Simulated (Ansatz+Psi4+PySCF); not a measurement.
# doublet Cl2(+): levels of theory in one basis

```xyz
2

Cl    0.0000    0.0000    1.2090
Cl    0.0000    0.0000   -1.2090
```

Basis set: cc-pV(T+d)Z (spherical functions). Frozen core: 10 orbitals. Correlation on ROHF uses semicanonical orbitals with singles. Charge 1, multiplicity 2.

Computed with Ansatz (development build ahead of 0.2.0); each method stands on the lowest determinant of its kind that the runs found.

| method | E − E(ROHF) (eV) | <S²> of the determinant |
| --- | --- | --- |
| ROHF | 0.00 | 0.75 |
| UHF | -0.61 | 1.55 |
| ROHF-MP2 | -9.38 | – |
| UHF-MP2 | -9.05 | 1.55 |
| ROHF-CCSD | -10.77 | – |
| UHF-CCSD | -10.71 | 1.55 |
| ROHF-CCSD(T) | -11.41 | – |
| UHF-CCSD(T) | -11.36 | 1.55 |
| ROHF-CCSDT | -11.56 | – |
| UHF-CCSDT | -11.55 | 1.55 |

Caution: the determinant breaks the point group. Caution for ROHF, ROHF-MP2, ROHF-CCSD, ROHF-CCSD(T), ROHF-CCSDT: an unrestricted determinant lies well below. Caution for UHF, UHF-MP2, UHF-CCSD, UHF-CCSD(T), UHF-CCSDT: the unrestricted determinant is spin contaminated. Caution for ROHF-MP2, UHF-MP2, ROHF-CCSD, UHF-CCSD, ROHF-CCSD(T), UHF-CCSD(T), ROHF-CCSDT, UHF-CCSDT: large amplitudes, a single reference is doubtful. Caution for ROHF-MP2, UHF-MP2: MP2 on this radical cation hangs on the determinant chosen. Caution for ROHF-MP2, UHF-MP2, ROHF-CCSD(T), UHF-CCSD(T): another reference gives a lower total.
